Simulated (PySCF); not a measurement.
Molecule: SMILES C/C=C\C, C4H8.

Cartesian coordinates in Å; atom numbers follow the order of the lines, from 1:
```xyz
12

C     1.5546   -0.4722    0.1045
C     0.6995    0.7226   -0.1655
C    -0.6229    0.7874   -0.1794
C    -1.5949   -0.3194    0.0704
H     2.1986   -0.2787    0.9624
H     2.1994   -0.6646   -0.7530
H     0.9699   -1.3644    0.3050
H     1.2613    1.6259   -0.3704
H    -1.0896    1.7410   -0.3959
H    -1.1020   -1.2623    0.2852
H    -2.2378   -0.0635    0.9127
H    -2.2349   -0.4526   -0.8020
```

Frames of a GFN2-xTB Langevin trajectory at 300 K; GIAO PBE0/pcSseg-1 shieldings in PySCF 2.14.0 with density-fitted response routines, gas phase, non-relativistic; equivalent atoms averaged within each frame.

δ = σ(ref) − σ, references computed at the same level: TMS for ¹³C (186.93 ppm), ¹H (31.72 ppm). The references are static minima.

How do the shifts (ppm) fluctuate along the trajectory?

Answers


| time (fs) | C2/C3 | C1/C4 | H8/H9 | H5/H6/H7/H10/H11/H12 |
| --- | --- | --- | --- | --- |
| optimised geometry | 131.8 | 15.4 | 5.73 | 1.80 |
| 250 | 132.2 | 15.2 | 5.86 | 1.96 |
| 425 | 136.3 | 16.9 | 5.95 | 2.33 |
| 625 | 136.9 | 17.5 | 5.95 | 2.20 |
| 800 | 134.3 | 17.4 | 5.84 | 2.24 |
| 1000 | 129.9 | 17.4 | 5.90 | 2.16 |
| mean of frames | 133.9 | 16.9 | 5.90 | 2.18 |
| standard deviation | 2.9 | 1.0 | 0.05 | 0.14 |

5 frames give an uncertainty of the mean of about the standard deviation over 2.2 at best, since frames this close in time may not be independent; classical motion lacks zero-point vibration, and the reference would need the same averaging.
